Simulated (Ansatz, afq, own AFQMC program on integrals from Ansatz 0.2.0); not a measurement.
# Where AFQMC and coupled cluster stand for Si2NH5Cl⁺, singlet

```yaml
atoms:
  - { symbol: Si, position_ang: [0.4909, 1.6091, 0.7354] }
  - { symbol: N, position_ang: [0.4167, 0.3086, -0.4377] }
  - { symbol: Si, position_ang: [-0.3382, -1.2399, -0.2841] }
  - { symbol: Cl, position_ang: [0.8834, -2.6519, 0.6282] }
  - { symbol: H, position_ang: [0.4683, 2.9241, 0.0117] }
  - { symbol: H, position_ang: [-0.7114, 1.4644, 1.6165] }
  - { symbol: H, position_ang: [1.0713, 0.3927, -1.2136] }
  - { symbol: H, position_ang: [-1.5455, -1.0870, 0.5669] }
  - { symbol: H, position_ang: [-0.6470, -1.7662, -1.6403] }
```

Basis def2-TZVP. Only valence electrons are correlated. Integrals, coupled cluster, full CI and functionals: Ansatz 0.2.0; the random walks run on the same integrals in our own AFQMC program. ph-AFQMC/CISD is guided by a CISD state made of CCSD amplitudes; releasing the constraint for a short imaginary time cuts its bias at the price of noise, slowly where states lie close. Error bars are statistical, one sigma.

Determinant: RHF, the one that the program's search chose, which needn't be the lowest solution. The geometry is a PBE0/def2-SVP stationary point of this or a neighbouring charge and spin state.

No full CI on the walks' own integrals is used here. The released AFQMC energy serves as the reference, which it does only where one determinant dominates, the energy is flat over the last release times and near the phaseless one (40 meV or 2 meV an electron, half that with transition metals). On small molecules, where full CI could be run and the noise was under 10 meV, such values lay within 10 meV of it in 19 cases of 20, a flattering rate, since the rule was set on those same cases; what remains of the bias isn't in the error bar.

Cautions: the released value is read at 0.90 1/Eh with a noise of 19 meV, more than in the cases checked (meV from the phaseless value at times in 1/Eh: -26 ± 14 at 0.21, -38 ± 13 at 0.42, -45 ± 15 at 0.63, -38 ± 19 at 0.90).

The T1 diagnostic is 0.0193. The weight of the determinant in the CISD state is 0.766. The size of the correlated space is 24 electrons in 156 orbitals.

```tsv
level	correlation energy (eV)
MP2	-16.4741
CCSD	-17.9381
CCSD(T)	-18.7002
```

Question: Estimate where AFQMC with the constraint released lies against CCSD(T) on the same integrals.

Answer: 128.9 ± 18.6 meV below CCSD(T).

Reference: AFQMC with the constraint released, correlation energy -18.829 ± 0.019 eV.

```csv
level,E − E(reference) (meV),share of correlation (%)
CCSD(T),128.9 ± 18.6,99.32
ph-AFQMC/CISD,38.1 ± 21.8,99.80
```

Released energies are given only where the last usable release times agree within the noise; a slower fall can still hide under it.
